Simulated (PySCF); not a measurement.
A database entry of computed molecular properties. Lists by class give the value and the number of equivalent atoms.

```json
{
 "formula": "C4H6O2",
 "smiles": "C=COC(C)=O",
 "inchi": "InChI=1S/C4H6O2/c1-3-6-4(2)5/h3H,1H2,2H3",
 "charge": 0,
 "multiplicity": 1,
 "geometry_level": "PBE0-D3(BJ)/def2-TZVP",
 "atoms_angstrom": [
  ["C", -2.058, 0.054, 1.457],
  ["C", -1.208, -0.479, 0.598],
  ["O", -0.097, 0.221, 0.202],
  ["C", 0.735, -0.365, -0.699],
  ["C", 1.866, 0.553, -1.029],
  ["O", 0.556, -1.456, -1.156],
  ["H", -1.908, 1.044, 1.868],
  ["H", -2.93, -0.508, 1.76],
  ["H", -1.304, -1.461, 0.153],
  ["H", 2.311, 0.954, -0.118],
  ["H", 2.607, 0.019, -1.618],
  ["H", 1.483, 1.399, -1.605]
 ],
 "electronic_structure_code": "PySCF",
 "results": {
  "PBE0-D3(BJ)/def2-TZVP geometry optimisation, gas phase": {
   "rotational_constants_GHz": [9.502, 2.262, 1.848]
  },
  "B97-2/pcSseg-2 ground state and GIAO shieldings, non-relativistic": {
   "dipole_D": 1.85,
   "homo_eV": -7.14,
   "lumo_eV": -0.51,
   "shift_vs_computed_TMS_C_by_class_ppm": [
    [173.6, 1],
    [150.1, 1],
    [99.9, 1],
    [22.0, 1]
   ],
   "shift_vs_computed_TMS_H_by_class_ppm": [
    [8.03, 1],
    [5.02, 1],
    [4.63, 1],
    [2.03, 3]
   ],
   "shielding_other_nuclei_by_class_ppm": [
    ["O", -93.0, 1],
    ["O", 71.3, 1]
   ]
  },
  "B3LYP/pcJ-2 indirect spin-spin coupling, non-relativistic, gas phase; spin–dipole term left out": {
   "largest_one_bond_couplings_by_class_Hz": [
    ["13C–1H", 197.3, 1],
    ["13C–1H", 171.2, 1],
    ["13C–1H", 166.4, 1],
    ["13C–1H", 134.9, 3],
    ["13C–13C", 86.3, 1],
    ["13C–13C", 63.1, 1],
    ["17O–13C", 37.7, 1],
    ["17O–13C", 30.1, 1]
   ]
  }
 }
}
```

The rotational constants make it an asymmetric top with κ = (2B − A − C)/(A − C) = -0.89, nearer the prolate limit (−1). The dipole matches unit charges of opposite sign 0.38 Å apart (1 e·Å = 4.8032 D). With B = h/(8π²I), that is 505.379 GHz u Å² over I, the principal moments of inertia are 53.2, 223.5 and 273.5 u Å² (most abundant isotopes); the inertial defect Ic − Ia − Ib is -3.2 u Å² (zero for a rigid planar frame, negative otherwise).

The structure is a single PBE0-D3(BJ)/def2-TZVP conformer in the gas phase; no vibrational or solvent corrections. NMR classes are plain means over equivalent atoms (diastereotopic ones count apart unless rotation or inversion swaps them), as if these changed places fast; in this geometry the members of some classes differ.

For the NMR shielding job (B97-2/pcSseg-2), time: 87 s wall, 2.5 min CPU; peak memory 1.9 GiB. Hardware: an Intel Xeon at 2.50 GHz with 2 threads, shared host with 64 logical CPUs at a one-minute load of 62.

Conformer computed: `[CH2:1]=[CH:2][O:3][C:4]([CH3:5])=[O:6]`: C1–C2–O3–C4 -179°, C2–O3–C4–C5 179°.
